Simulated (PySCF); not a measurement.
# Dipole moment and polarisability of `C#CC(=C)CO`

Compound: C5H6O.
Geometry (GFN2-xTB, Å), atoms numbered from 1 in this order:
```
atom  x, y, z in Å
C1     2.393   -0.802   -0.872
C2     1.370   -0.316   -0.475
C3     0.152    0.241   -0.013
C4     0.095    1.451    0.537
C5    -1.058   -0.649   -0.195
O6    -2.224   -0.180    0.429
H7     3.293   -1.218   -1.217
H8    -0.841    1.872    0.862
H9     0.975    2.059    0.655
H10   -1.297   -0.713   -1.263
H11   -0.807   -1.665    0.152
H12   -2.049   -0.081    1.372
```

Level: PBE0/def2-SVPD (PySCF), static field, nuclei fixed, core orbitals frozen in the response. The polarisability tensor in these axes (au):

```
x    76.05  -9.81 -11.32
y    -9.81  66.94  12.42
z   -11.32  12.42  52.56
```

What are the eigenvalues, a third of the trace, and Δα (Δα² = ½Σ(αi − αj)² over the three pairs)?

Principal values 44.43, 61.56 and 89.56 au; mean 65.18 au = 9.66 Å³ = 10.75 × 10⁻⁴⁰ C²·m²/J; Δα = 39.46 au (61 % of the mean).

What is the dipole moment, and where does it point?

(1.02, -0.19, 0.78) D, 1.30 D in size, pointing from the negative to the positive side. Measured along this direction, the outermost atoms are H10 at the negative end and H7 at the positive end.

Form Σ f/ω² (atomic units) for the 6 lowest TDDFT singlets, given as eV and f, and set it beside the mean polarisability, which is this sum over all singlets: 5.47, 0.0036; 5.76, 0.2393; 6.26, 0.0047; 6.34, 0.0131; 6.74, 0.0036; 7.21, 0.0476.

They add up to 6.49 au, 10.0 % of the 65.18 au; the largest single term is 5.34 au, from the state at 5.76 eV. Terms in order: 0.09, 5.34, 0.09, 0.24, 0.06, 0.68 au. Higher excitations give the rest. The strengths listed sum to 0.312.

Molar refractivity from α?

Lorentz–Lorenz: R = (4π/3)N_A α = 2.5225 cm³/(mol·Å³) × 9.66 Å³ = 24.4 cm³/mol, in the limit of long wavelengths.

Refractivity n − 1 of an ideal gas of it at 298.15 K and 1 atm, from the electronic α?

N = p/kT = 2.4615 × 10¹⁹ cm⁻³, so n − 1 = 2π × N × 9.66 × 10⁻²⁴ cm³ = 1494 × 10⁻⁶ at long wavelengths.

Isolated species at its GFN2-xTB geometry (one conformer only).
